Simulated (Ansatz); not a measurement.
Geometry optimisation, RKS B3LYP-D4/def2-SVP (Ansatz).

input.yaml

```yaml
crystal:
  periodic: [false, false, false]
  atoms:
    - { symbol: B, position_ang: [0.065394, -0.523549, -0.3201] }
    - { symbol: H, position_ang: [-0.057238, 0.214201, 1.956107] }
    - { symbol: H, position_ang: [1.04709, 0.164007, -0.354368] }
    - { symbol: H, position_ang: [-1.038246, -0.124965, -0.56904] }
    - { symbol: S, position_ang: [0.358643, -2.320018, 0.013661] }
    - { symbol: H, position_ang: [-0.924718, -2.753124, -0.033038] }
    - { symbol: H, position_ang: [0.013075, -0.493752, 1.850076] }
basis:
  gaussian: { orbitals: def2-SVP }
hamiltonian:
  xc: b3lyp
  dispersion: d4
relax:
  f_tol: 0.03
  max_steps: 50
```

Run as:

```bash
$ ansatz run input.yaml --threads 1 --pin off --max-ram 2048MiB --backend cpu --events-out ev --progress --plain --runs-dir out
```

Where does it end, and by what steps?

It converged. The force dipped under the threshold on the way, but the program's further checks kept it going. After 22 steps the energy has fallen by 0.252 eV; H2 moved furthest, 1.13 Å.

```tsv
step	energy less start (eV)	largest force component (eV/Å)	accepted
0	0.0000	1.788	yes
1	-0.1590	0.755	yes
2	-0.2127	0.506	yes
3	-0.2173	0.446	yes
4	-0.2394	0.134	yes
5	-0.2414	0.117	yes
6	-0.2431	0.073	yes
7	-0.2434	0.041	yes
8	-0.2438	0.026	yes
9	-0.2442	0.069	yes
10	-0.2446	0.147	yes
11	-0.2436	0.245	no
12	-0.2455	0.024	yes
13	-0.2456	0.239	yes
14	-0.2461	0.100	yes
15	-0.2468	0.138	yes
16	-0.2467	0.108	no
17	-0.2477	0.029	yes
18	-0.2481	0.066	yes
19	-0.2485	0.091	yes
20	-0.2488	0.169	yes
21	-0.2505	0.102	yes
22	-0.2515	0.007	yes
```

```xyz
7
Properties=species:S:1:pos:R:3
B 0.109 -0.662 -0.864
H -0.185 0.251 3.077
H 1.101 -0.027 -1.102
H -0.991 -0.286 -1.167
S 0.367 -2.209 -0.029
H -0.919 -2.624 0.070
H -0.017 -0.280 2.557
```

The run took 27 s on 1 thread of Arm Neoverse V2, on a shared host, peak memory 0.11 GiB.
